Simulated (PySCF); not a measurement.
C4H2Cl2.
Atom-mapped SMILES: `[Cl:1]/[CH:2]=[C:3]1[CH:4]=[C:5]/1[Cl:6]` (hydrogens: H7 on C2; H8 on C4)

Computed at PBE0/pcSseg-1 (PySCF, non-relativistic), with Q(35Cl) = −0.0817 b: Cl1, 35Cl (I = 3/2): χzz = -76.89 MHz, η = 0.025; Cl6, 35Cl (I = 3/2): χzz = -79.34 MHz, η = 0.186.

Question: Find the zero-field quadrupole resonance frequencies of 35Cl at Cl1.

Answer: From ν = (|χ|/2)√(1 + η²/3): ν = 38.45 MHz (vinyl chlorine). For 37Cl the ratio of quadrupole moments, 0.7881, gives 30.30 MHz.

Question: Find the zero-field quadrupole resonance frequencies of 35Cl at Cl6.

Answer: From ν = (|χ|/2)√(1 + η²/3): ν = 39.90 MHz (vinyl chlorine). For 37Cl the ratio of quadrupole moments, 0.7881, gives 31.44 MHz.

Question: Apply the simplest Townes–Dailey estimate (no s hybridisation, no π bonding), ionic character = 1 − χzz/χ0, where χ0 is the coupling for one missing p electron along the bond: −109.74 MHz for 35Cl.

Answer: Cl1 on C2: 1 − (-76.89)/(-109.74) = 0.30; Cl6 on C5: 1 − (-79.34)/(-109.74) = 0.28. In this model a purely covalent bond gives χ0 and a free halide ion gives zero; s hybridisation or π bonding, where present, is counted here as ionic character.

In a crystal, neighbours and librations shift these lines. Geometry: PBE0-D3(BJ)/def2-SVP; no solvent, vibrations or thermal averaging. With a basis this small, the couplings can be 20 % off.
